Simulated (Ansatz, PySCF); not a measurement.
Species: CH3O (charge 0, doublet). It need not be the lowest isomer of its formula. 
Coordinates optimised at B3LYP-D3(BJ)/def2-TZVP (Ansatz, an electronic-structure program):
SMILES: C[O]
```xyz
5

C      0.0422    -0.5697     0.0421
O     -0.0449     0.7878    -0.0350
H      1.0743    -0.9437    -0.0130
H     -0.4948    -0.9923     0.9030
H     -0.4741    -0.9483    -0.8625
```
Charge 0, spin multiplicity 2.


Quantity: enthalpy of formation at 298 K (from the atomisation energy, B3LYP-D3(BJ)/def2-TZVP harmonic zero-point and thermal terms from PySCF, and the atoms' enthalpies of formation in the G2/97 table; no spin-orbit terms, and no core term in the frozen-core levels), in kcal/mol. Correlated levels leave the core frozen unless marked. UHF or UKS for open shells. No spin-orbit coupling. Non-relativistic. The coupled-cluster limit lacks core correlation, which all-electron functionals hold. CBS(X,Y): correlation extrapolated as X^-3; Hartree-Fock from the larger set. The bracket is a focal-point correction in the basis named.

Measured: 4.1 kcal/mol (G2/97 table in ASE (Curtiss et al.)); it holds spin-orbit and relativistic effects, which these rows lack, and core correlation, which the frozen-core levels lack. This is an older compilation, not checked against later work.

| level | program | enthalpy of formation at 298 K (kcal/mol) | error against measurement |
|---|---|---|---|
| HF/6-31G | Ansatz | 139.2 | 135.1 |
| TPSS-D3(BJ)/def2-TZVPD | PySCF + dftd3 | -3.6 | -7.7 |
| B3LYP-D4/def2-TZVPD | Ansatz + dftd4 | 0.5 | -3.6 |
| PBE0-D3(BJ)/def2-TZVPD | Ansatz + dftd3 | 1.4 | -2.7 |
| TPSSh-D4/def2-TZVPD | PySCF + dftd4 | -0.6 | -4.7 |
| PW6B95-D3(BJ)/def2-TZVPD | PySCF + dftd3 | 1.7 | -2.4 |
| M06-2X/def2-TZVPD | PySCF | 3.8 | -0.3 |
| HSE06-D3(BJ)/def2-TZVPD | Ansatz + dftd3 | 1.2 | -2.9 |
| CAM-B3LYP-D4/def2-TZVPD | Ansatz + dftd4 | -0.7 | -4.8 |
| LC-wPBE-D3(BJ)/def2-TZVPD | Ansatz + dftd3 | 2.6 | -1.5 |
| B2GP-PLYP-D4/def2-TZVPD | Ansatz + dftd4 | 10.3 | 6.2 |
| MP2/6-31G* | Ansatz | 42.1 | 38.0 |
| MP2/cc-pVDZ | Ansatz | 36.7 | 32.6 |
| RI-MP2/CBS(def2-TZVPP,def2-QZVPP) | Ansatz | 4.5 | 0.4 |
| RI-MP2/CBS(def2-TZVPPD,def2-QZVPPD) | Ansatz | 4.7 | 0.6 |
| CCSD/6-31G | Ansatz | 73.0 | 68.9 |
| CCSD/def2-SVP | Ansatz | 28.0 | 23.9 |
| CCSD(T)/def2-TZVPP | Ansatz | 14.7 | 10.6 |
| CCSD(T) with core electrons/cc-pwCVTZ | Ansatz | 13.8 | 9.7 |
| RI-MP2/CBS(def2-TZVPPD,def2-QZVPPD)+[CCSD(T)-MP2]/def2-TZVPPD | Ansatz | 5.3 | 1.2 |
| RI-MP2/CBS(aug-cc-pVTZ,aug-cc-pVQZ)+[CCSD(T)-MP2]/aug-cc-pVTZ | Ansatz | 4.7 | 0.6 |
